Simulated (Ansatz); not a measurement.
## SiH3F (SMILES [H][Si]([H])([H])F): methods side by side

SiH3F: 5 atoms, total charge 0, spin state singlet. SMILES: `[H][Si]([H])([H])F`. The shape is that of a GFN2-xTB optimisation.

```xyz
5

Si   -0.0007    0.0012   -0.0936
F     0.0109   -0.0191    1.5120
H     1.4003    0.0110   -0.4822
H    -0.7093    1.2189   -0.4534
H    -0.7012   -1.2120   -0.4828
```

Quantity: the energy change with the Si1–H5 bond stretched from 1.454 to 2.908 Å, in eV. The values are calculated.

| level | kind | program | value (eV) | less FCI/STO-3G | CPU time (all runs) |
| --- | --- | --- | --- | --- | --- |
| HF/STO-3G (restricted) | Hartree–Fock | Ansatz | 7.84 | +3.32 | 0.16 s |
| revPBE/STO-3G (restricted) | GGA | Ansatz | 4.97 | +0.45 | 1.8 s |
| PBE0/STO-3G (restricted) | global hybrid | Ansatz | 5.89 | +1.37 | 2 s |
| HSE06/STO-3G (restricted) | range-separated hybrid | Ansatz | 5.86 | +1.34 | 2.3 s |
| wB97M-V/STO-3G (restricted) | range-separated hybrid | Ansatz | 6.25 | +1.73 | 27 s |
| B2PLYP/STO-3G (restricted) | double hybrid | Ansatz | 5.76 | +1.24 | 2.4 s |
| RPA@PBE/STO-3G (restricted) | RPA | Ansatz | 5.00 | +0.48 | 2.8 s |
| CCSDT/STO-3G (restricted) | coupled cluster or CI | Ansatz | 4.53 | +0.01 | 0.4 s |
| FCI/STO-3G | exact in the basis | Ansatz | 4.52 | 0.00 | 1.1 s |

FCI/STO-3G is exact within its basis and frozen core, so for wave-function methods in that basis the difference is their error; functionals converge differently with the basis, so for them it is only a difference. Spin-restricted single references rise too steeply as a bond breaks, Hartree–Fock most of all. Perturbation and coupled-cluster corrections on them can overshoot downwards. The first shape isn't each level's own minimum. The values span 4.52 to 7.84 eV. All rows use very small basis sets, so even the best lies far from the true value. CPU times are rough (shared hosts, several kinds of processor): they show what a rung costs within a factor of a few.
